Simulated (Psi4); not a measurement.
**[H4NSOF2]+ (SMILES [NH4+].O=S(F)F): BLYP/6-31+G(d) (density fitting, Cartesian functions, counterpoise cp, fragments set)**

We compute the interaction energy of [H4NSOF2]+. The job is set up through a Python script.

The results are computed with Psi4 1.11.

5 further runs of the same task are left out: 5 set aside as unsound or not needed.

### Step 1. The molecule

[H4NSOF2]+ has 9 atoms, charge +1, and is taken as a singlet. As SMILES, `[NH4+].O=S(F)F`. Geometry: relaxed at GFN2-xTB.

Bond lengths: O6–S7 1.442 Å, S7–F8 1.648 Å, S7–F9 1.646 Å, N1–H2 1.024 Å, N1–H3 1.023 Å, N1–H4 1.084 Å, N1–H5 1.024 Å. Angles: O6–S7–F8 102.1°, O6–S7–F9 102.3°, F8–S7–F9 91.8°, H2–N1–H3 109.8°, H2–N1–H4 109.2°, H2–N1–H5 109.8°, H3–N1–H4 109.2°, H3–N1–H5 109.7°, H4–N1–H5 109.2°.

### Step 2. The interaction energy at BLYP/6-31+G(d) (density fitting, Cartesian functions, counterpoise cp, fragments set)

job.py

```python
import psi4

psi4.set_memory('1600 MB')
psi4.set_num_threads(1)
psi4.core.set_output_file('psi4.out', False)

geom = psi4.geometry("""
1 1
N     -0.113290     1.460720     0.323370
H      0.252080     1.249070     1.256690
H     -0.943200     2.054080     0.402460
H     -0.383540     0.535410    -0.172510
H      0.603170     1.941160    -0.228180
--
0 1
O     -0.693470    -0.815650    -0.819680
S     -0.160700    -2.153230    -0.743080
F     -0.017890    -2.376240     0.883210
F      1.456830    -1.895320    -0.902280
symmetry c1
no_reorient
no_com
""")

psi4.set_options({
    'basis': '6-31+G*',
    'reference': 'rks',
})

E, wfn = psi4.energy('BLYP', bsse_type='cp', return_wfn=True)
print('E =', round(E, 9))
for k, v in sorted(psi4.core.scalar_variables().items()):
    print(f'{k:45s} {v:18.10f}')
```

Command:

```bash
$ python job.py
```

psi4.out:

```text
Psi4 1.11 release

   => Loading Basis Set <=

    Name: 6-31+G*
    Role: ORBITAL
    Keyword: BASIS

         ---------------------------------------------------------
                                   SCF
                              RKS Reference
                        1 Threads,   1525 MiB Core
         ---------------------------------------------------------

  ==> Geometry <==

    Molecular point group: c1
    Full point group: C1

    Geometry (in Bohr), charge = 0, multiplicity = 1:

       Center              X                  Y                   Z               Mass
    ------------   -----------------  -----------------  -----------------  -----------------
      Gh(N)          -0.214087072753     2.760360745979     0.611080737189    14.003074004430
      Gh(H)           0.476362161705     2.360400211526     2.374799924602     1.007825032230
      Gh(H)          -1.782389681532     3.881648639780     0.760539176452     1.007825032230
[... 5 lines of this table left out ...]
         F            2.753009711351    -3.581635720103    -1.705062088478    18.998403162730

  Running in c1 symmetry.

  Rotational constants: A =      0.17491  B =      0.03901  C =      0.03790 [cm^-1]
  Rotational constants: A =   5243.69710  B =   1169.51746  C =   1136.06877 [MHz]
  Nuclear repulsion =  189.309677212410691

  Charge       = 0
  Multiplicity = 1
  Electrons    = 42
  Nalpha       = 21
  Nbeta        = 21

  ==> Algorithm <==

  SCF Algorithm Type is DF.
  DIIS enabled.
  MOM disabled.
  Fractional occupation disabled.
  Guess Type is SAD.
  Energy threshold   = 1.00e-06
  Density threshold  = 1.00e-06
  Integral threshold = 1.00e-12

  ==> Primary Basis <==

  Basis Set: 6-31+G*
    Blend: 6-31+G*
    Number of shells: 50
    Number of basis functions: 107
    Number of Cartesian functions: 107
    Spherical Harmonics?: false
    Max angular momentum: 2

  ==> DFT Potential <==

   => LibXC <=

    Version 7.1.2

   => Composite Functional: BLYP <=

    BLYP GGA Exchange-Correlation Functional

    Deriv               =              1
    GGA                 =           TRUE
    Meta                =          FALSE

    Exchange Hybrid     =          FALSE
    MP2 Hybrid          =          FALSE

   => Exchange Functionals <=

    1.0000     XC_GGA_X_B88

   => Correlation Functionals <=

    1.0000     XC_GGA_C_LYP

   => LibXC Density Thresholds  <==

    XC_GGA_C_LYP:  1.00E-14
    XC_GGA_X_B88:  1.00E-15

   => Molecular Quadrature <=

    Radial Scheme          =       TREUTLER
    Pruning Scheme         =           NONE
    Nuclear Scheme         =       TREUTLER

    Blocking Scheme        =         OCTREE
    BS radius alpha        =              1
    Pruning alpha          =              1
    Radial Points          =             75
    Spherical Points       =            302
    Total Points           =         195904
    Total Blocks           =           1517
    Max Points             =            256
    Max Functions          =            105
    Weights Tolerance      =       1.00E-15

   => Loading Basis Set <=

    Name: (6-31+G* AUX)
    Role: JKFIT
    Keyword: DF_BASIS_SCF

  ==> Integral Setup <==

  DFHelper Memory: AOs need 0.061 GiB; user supplied 0.655 GiB.
  SCF_SUBTYPE=INCORE selected. In-core MEM_DF algorithm will be used.
  Using in-core AOs.

  ==> MemDFJK: Density-Fitted J/K Matrices <==

    J tasked:                   Yes
    K tasked:                    No
    wK tasked:                   No
    Memory [MiB]:               670
    Algorithm:                 Core
    Schwarz Cutoff:           1E-12
    Mask sparsity (%):       1.9565
    Fitting Condition:        1E-10

   => Auxiliary Basis Set <=

  Basis Set: (6-31+G* AUX)
    Blend: HEAVY-AUG-CC-PVDZ-JKFIT
    Number of shells: 188
    Number of basis functions: 654
    Number of Cartesian functions: 654
    Spherical Harmonics?: false
    Max angular momentum: 3

  Cached 100.0% of DFT collocation blocks in 0.463 [GiB].

  Minimum eigenvalue in the overlap matrix is 1.9507203526E-03.
  Reciprocal condition number of the overlap matrix is 2.3157827337E-04.
    Using symmetric orthogonalization.

  ==> Pre-Iterations <==

  SCF Guess: Superposition of Atomic Densities via on-the-fly atomic UHF (no occupation information).

   -------------------------
    Irrep   Nso     Nmo
   -------------------------
     A        107     107
   -------------------------
    Total     107     107
   -------------------------

  ==> Iterations <==

                           Total Energy        Delta E     RMS |[F,P]|

   @DF-RKS iter SAD:  -673.00395365021438   -6.73004e+02   0.00000e+00
   @DF-RKS iter   1:  -672.72539422355794    2.78559e-01   8.76213e-03 DIIS/ADIIS
   @DF-RKS iter   2:  -669.24589728338310    3.47950e+00   2.40380e-02 DIIS/ADIIS
   @DF-RKS iter   3:  -672.85480215279244   -3.60890e+00   6.86958e-03 DIIS/ADIIS
   @DF-RKS iter   4:  -673.00598910565986   -1.51187e-01   3.26021e-03 DIIS/ADIIS
   @DF-RKS iter   5:  -673.04819612165772   -4.22070e-02   4.21256e-04 DIIS/ADIIS
   @DF-RKS iter   6:  -673.04911698430976   -9.20863e-04   1.50713e-04 DIIS/ADIIS
   @DF-RKS iter   7:  -673.04922832350587   -1.11339e-04   4.32303e-05 DIIS
   @DF-RKS iter   8:  -673.04923179206605   -3.46856e-06   3.36340e-05 DIIS
   @DF-RKS iter   9:  -673.04923619064459   -4.39858e-06   5.83233e-06 DIIS
   @DF-RKS iter  10:  -673.04923631602981   -1.25385e-07   2.22617e-06 DIIS
   @DF-RKS iter  11:  -673.04923633956605   -2.35362e-08   3.52069e-07 DIIS
  Energy and wave function converged.

  ==> Post-Iterations <==

   Electrons on quadrature grid:
      Ntotal   =   41.9999403886 ; deviation = -5.961e-05

    Orbital Energies [Eh]
    ---------------------

    Doubly Occupied:

       1A    -88.399701     2A    -24.365998     3A    -24.365250
       4A    -18.873234     5A     -7.911903     6A     -5.944331
       7A     -5.943749     8A     -5.935304     9A     -1.172752
      10A     -1.118972    11A     -1.019008    12A     -0.666482
      13A     -0.530142    14A     -0.500809    15A     -0.467508
      16A     -0.418671    17A     -0.406049    18A     -0.384037
      19A     -0.363922    20A     -0.339371    21A     -0.314523

    Virtual:

      22A     -0.115555    23A     -0.080536    24A     -0.004621
      25A      0.000214    26A      0.039720    27A      0.040729
      28A      0.066067    29A      0.094072    30A      0.117160
[... 25 lines of this table left out ...]
     106A      5.268316   107A     30.587022

    Final Occupation by Irrep:
              A
    DOCC [    21 ]
    NA   [    21 ]
    NB   [    21 ]

  @DF-RKS Final Energy:  -673.04923633956605

   => Energetics <=

    Nuclear Repulsion Energy =            189.3096772124106906
    One-Electron Energy =               -1306.4333200692706214
    Two-Electron Energy =                 499.1703997332940048
    DFT Exchange-Correlation Energy =     -55.0959932160001102
    Empirical Dispersion Energy =           0.0000000000000000
    VV10 Nonlocal Energy =                  0.0000000000000000
    Total Energy =                       -673.0492363395660504

Computation Completed

Properties will be evaluated at   0.000000,   0.000000,   0.000000 [a0]

Properties computed using the SCF density matrix

 Multipole Moments:

 ------------------------------------------------------------------------------------
     Multipole            Electronic (a.u.)      Nuclear  (a.u.)        Total (a.u.)
 ------------------------------------------------------------------------------------

 L = 1.  Multiply by 2.5417464519 to convert [e a0] to [Debye]
 Dipole X            :         -9.4007455            9.1302118           -0.2705337
 Dipole Y            :        149.3932396         -150.0837874           -0.6905478
 Dipole Z            :         34.7671157          -35.1835824           -0.4164667
 Magnitude           :                                                    0.8505817

 ------------------------------------------------------------------------------------

	total time  =          9 seconds =       0.15 minutes

    Psi4 run time: 0:00:09.01

    -----------------------------------------------------------------------
                               Psi4 1.11 release

    h
    h
    h

    -----------------------------------------------------------------------

    Memory:     1.5 GiB
    Threads:    1
                ecpint, einsums, f̶o̶r̶t̶e̶, gauxc, gcp, g̶d̶m̶a̶, geometric, g̶p̶u̶_̶d̶f̶c̶c̶,
                i̶n̶t̶e̶g̶r̶a̶t̶o̶r̶x̶x̶, i̶p̶i̶, libefp, m̶d̶i̶, m̶p̶2̶d̶, m̶r̶c̶c̶, ooo,
                o̶p̶e̶n̶f̶e̶r̶m̶i̶o̶n̶p̶s̶i̶4̶, pcmsolver, p̶s̶i̶4̶f̶o̶c̶k̶c̶i̶, p̶s̶i̶x̶a̶s̶,
                p̶y̶e̶i̶n̶s̶u̶m̶s̶, r̶e̶s̶p̶, s̶i̶m̶i̶n̶t̶, s̶n̶s̶m̶p̶2̶,
                v̶2̶r̶d̶m̶_̶c̶a̶s̶s̶c̶f̶

  ==> Geometry <==

    Molecular point group: c1
    Full point group: C1

    Geometry (in Bohr), charge = 1, multiplicity = 1:

       Center              X                  Y                   Z               Mass
    ------------   -----------------  -----------------  -----------------  -----------------
         N           -0.214087072753     2.760360745979     0.611080737189    14.003074004430
         H            0.476362161705     2.360400211526     2.374799924602     1.007825032230
         H           -1.782389681532     3.881648639780     0.760539176452     1.007825032230
[... 5 lines of this table left out ...]
      Gh(F)           2.753009711351    -3.581635720103    -1.705062088478    18.998403162730

  Running in c1 symmetry.

  Rotational constants: A =      0.17491  B =      0.03901  C =      0.03790 [cm^-1]
  Rotational constants: A =   5243.69710  B =   1169.51746  C =   1136.06877 [MHz]
  Nuclear repulsion =   16.142654246187124

  Charge       = 1
  Multiplicity = 1
  Electrons    = 10
  Nalpha       = 5
  Nbeta        = 5

  ==> Iterations <==

                           Total Energy        Delta E     RMS |[F,P]|

   @DF-RKS iter SAD:   -56.87898285200815   -5.68790e+01   0.00000e+00
   @DF-RKS iter   1:   -56.68970668977779    1.89276e-01   6.20950e-03 DIIS/ADIIS
   @DF-RKS iter   2:   -56.40944924914395    2.80257e-01   9.30611e-03 DIIS/ADIIS
   @DF-RKS iter   3:   -56.86327158824778   -4.53822e-01   1.68442e-04 DIIS/ADIIS
   @DF-RKS iter   4:   -56.86345599552804   -1.84407e-04   1.20408e-05 DIIS
   @DF-RKS iter   5:   -56.86345673946862   -7.43941e-07   1.62105e-06 DIIS
   @DF-RKS iter   6:   -56.86345676241009   -2.29415e-08   3.72368e-07 DIIS
  Energy and wave function converged.

  ==> Post-Iterations <==

   Electrons on quadrature grid:
      Ntotal   =   10.0000166960 ; deviation = 1.670e-05

    Final Occupation by Irrep:
              A
    DOCC [     5 ]
    NA   [     5 ]
    NB   [     5 ]

  @DF-RKS Final Energy:   -56.86345676241009

   => Energetics <=

    Nuclear Repulsion Energy =             16.1426542461871243
    One-Electron Energy =                -104.5050327917466149
    Two-Electron Energy =                  39.5644256287114899
    DFT Exchange-Correlation Energy =      -8.0655038455620858
    Empirical Dispersion Energy =           0.0000000000000000
    VV10 Nonlocal Energy =                  0.0000000000000000
    Total Energy =                        -56.8634567624100882

Computation Completed

Properties will be evaluated at   0.000000,   0.000000,   0.000000 [a0]

Properties computed using the SCF density matrix

 Multipole Moments:

 ------------------------------------------------------------------------------------
     Multipole            Electronic (a.u.)      Nuclear  (a.u.)        Total (a.u.)
 ------------------------------------------------------------------------------------

 L = 1.  Multiply by 2.5417464519 to convert [e a0] to [Debye]
 Dipole X            :          2.1618649           -2.3895965           -0.2277316
 Dipole Y            :        -27.5264296           30.2446131            2.7181836
 Dipole Z            :         -6.0686152            6.6557099            0.5870947
 Magnitude           :                                                    2.7901727

 ------------------------------------------------------------------------------------

	total time  =          5 seconds =       0.08 minutes

    Psi4 run time: 0:00:05.15

    -----------------------------------------------------------------------
                               Psi4 1.11 release

    h
    h
    h

    -----------------------------------------------------------------------

    Memory:     1.5 GiB
    Threads:    1
                ecpint, einsums, f̶o̶r̶t̶e̶, gauxc, gcp, g̶d̶m̶a̶, geometric, g̶p̶u̶_̶d̶f̶c̶c̶,
                i̶n̶t̶e̶g̶r̶a̶t̶o̶r̶x̶x̶, i̶p̶i̶, libefp, m̶d̶i̶, m̶p̶2̶d̶, m̶r̶c̶c̶, ooo,
                o̶p̶e̶n̶f̶e̶r̶m̶i̶o̶n̶p̶s̶i̶4̶, pcmsolver, p̶s̶i̶4̶f̶o̶c̶k̶c̶i̶, p̶s̶i̶x̶a̶s̶,
                p̶y̶e̶i̶n̶s̶u̶m̶s̶, r̶e̶s̶p̶, s̶i̶m̶i̶n̶t̶, s̶n̶s̶m̶p̶2̶,
                v̶2̶r̶d̶m̶_̶c̶a̶s̶s̶c̶f̶

  ==> Geometry <==

    Molecular point group: c1
    Full point group: C1

    Geometry (in Bohr), charge = 1, multiplicity = 1:

       Center              X                  Y                   Z               Mass
    ------------   -----------------  -----------------  -----------------  -----------------
         N           -0.214087072753     2.760360745979     0.611080737189    14.003074004430
         H            0.476362161705     2.360400211526     2.374799924602     1.007825032230
         H           -1.782389681532     3.881648639780     0.760539176452     1.007825032230
[... 5 lines of this table left out ...]
         F            2.753009711351    -3.581635720103    -1.705062088478    18.998403162730

  Running in c1 symmetry.

  Rotational constants: A =      0.17491  B =      0.03901  C =      0.03790 [cm^-1]
  Rotational constants: A =   5243.69710  B =   1169.51746  C =   1136.06877 [MHz]
  Nuclear repulsion =  275.484857474552086

  Charge       = 1
  Multiplicity = 1
  Electrons    = 52
  Nalpha       = 26
  Nbeta        = 26

  ==> Iterations <==

                           Total Energy        Delta E     RMS |[F,P]|

   @DF-RKS iter SAD:  -729.97948823755337   -7.29979e+02   0.00000e+00
   @DF-RKS iter   1:  -729.47498005905595    5.04508e-01   1.03966e-02 DIIS/ADIIS
   @DF-RKS iter   2:  -726.76670231693447    2.70828e+00   2.41908e-02 DIIS/ADIIS
   @DF-RKS iter   3:  -729.69382066870571   -2.92712e+00   7.27824e-03 DIIS/ADIIS
   @DF-RKS iter   4:  -729.89470982864941   -2.00889e-01   2.94521e-03 DIIS/ADIIS
   @DF-RKS iter   5:  -729.92375084072671   -2.90410e-02   1.20966e-03 DIIS/ADIIS
   @DF-RKS iter   6:  -729.92988582515238   -6.13498e-03   2.93523e-04 DIIS/ADIIS
   @DF-RKS iter   7:  -729.93027524838806   -3.89423e-04   8.24126e-05 DIIS
   @DF-RKS iter   8:  -729.93030742902499   -3.21806e-05   1.39898e-05 DIIS
   @DF-RKS iter   9:  -729.93030821515470   -7.86130e-07   5.70651e-06 DIIS
   @DF-RKS iter  10:  -729.93030830456416   -8.94095e-08   3.32115e-06 DIIS
   @DF-RKS iter  11:  -729.93030834890487   -4.43407e-08   3.92844e-07 DIIS
  Energy and wave function converged.

  ==> Post-Iterations <==

   Electrons on quadrature grid:
      Ntotal   =   51.9999569931 ; deviation = -4.301e-05

    Orbital Energies [Eh]
    ---------------------

    Doubly Occupied:

       1A    -88.571393     2A    -24.525094     3A    -24.524759
       4A    -19.048659     5A    -14.344538     6A     -8.082091
       7A     -6.114372     8A     -6.114203     9A     -6.105561
[... 5 lines of this table left out ...]
      25A     -0.511156    26A     -0.489410

    Virtual:

      27A     -0.276249    28A     -0.241412    29A     -0.213089
      30A     -0.151266    31A     -0.134320    32A     -0.132447
      33A     -0.120204    34A     -0.093364    35A     -0.087633
[... 23 lines of this table left out ...]
     105A      3.822610   106A      4.894609   107A      5.113940

    Final Occupation by Irrep:
              A
    DOCC [    26 ]
    NA   [    26 ]
    NB   [    26 ]

  @DF-RKS Final Energy:  -729.93030834890487

   => Energetics <=

    Nuclear Repulsion Energy =            275.4848574745520864
    One-Electron Energy =               -1544.5175582267559093
    Two-Electron Energy =                 602.3042358782300880
    DFT Exchange-Correlation Energy =     -63.2018434749312235
    Empirical Dispersion Energy =           0.0000000000000000
    VV10 Nonlocal Energy =                  0.0000000000000000
    Total Energy =                       -729.9303083489048731

Computation Completed

Properties will be evaluated at   0.000000,   0.000000,   0.000000 [a0]

Properties computed using the SCF density matrix

 Multipole Moments:

 ------------------------------------------------------------------------------------
     Multipole            Electronic (a.u.)      Nuclear  (a.u.)        Total (a.u.)
 ------------------------------------------------------------------------------------

 L = 1.  Multiply by 2.5417464519 to convert [e a0] to [Debye]
 Dipole X            :         -7.1240944            6.7406153           -0.3834791
 Dipole Y            :        120.8434669         -119.8391743            1.0042926
 Dipole Z            :         28.5004138          -28.5278725           -0.0274587
 Magnitude           :                                                    1.0753668

 ------------------------------------------------------------------------------------

	total time  =          8 seconds =       0.13 minutes

    Psi4 run time: 0:00:07.85

  //>>>>>>>>>>>>>>>>>>>>>>>>>>>>>>>>>>>//
  //          ManyBody Results         //
  //<<<<<<<<<<<<<<<<<<<<<<<<<<<<<<<<<<<//

   ==> N-Body: Counterpoise Corrected (CP) energies <==

              MC n-Body  Total Energy            Interaction Energy                          N-body Contribution to Interaction Energy
                         [Eh]                    [Eh]                  [kcal/mol]            [Eh]                  [kcal/mol]
              §A  1        N/A                   0.000000000000        0.000000000000        0.000000000000        0.000000000000
     FULL/RTN §A  2        N/A                  -0.017615246929      -11.053734330689       -0.017615246929      -11.053734330689

   MC Legend: §A: "(auto)"

[set-up sections that repeat, and orbital energies of the middle runs, are left out above]
```

Standard output:

```text
E = -0.017615247
CALCINFO NATOM                                      9.0000000000
CALCINFO NFR                                        2.0000000000
CALCINFO NMC                                        1.0000000000
CP-CORRECTED 2-BODY CONTRIBUTION TO ENERGY         -0.0176152469
CP-CORRECTED INTERACTION ENERGY                    -0.0176152469
CP-CORRECTED INTERACTION ENERGY THROUGH 1-BODY       0.0000000000
CP-CORRECTED INTERACTION ENERGY THROUGH 2-BODY      -0.0176152469
CURRENT ENERGY                                     -0.0176152469
N-BODY (1)@(1, 2) TOTAL ENERGY                    -56.8634567624
N-BODY (1, 2)@(1, 2) TOTAL ENERGY                -729.9303083489
N-BODY (2)@(1, 2) TOTAL ENERGY                   -673.0492363396
NBODY NUMBER                                        3.0000000000
NUCLEAR REPULSION ENERGY                          275.4848574746
```

Wall time 26 s (1 thread of AMD EPYC 7R43 (Zen 3), shared host); peak memory 0.76 GiB.

### Step 3. What came out

At BLYP/6-31+G* (density fitting, Cartesian functions, counterpoise cp, fragments set):

| quantity | value |
| --- | --- |
| interaction energy | -46.25 kJ/mol |
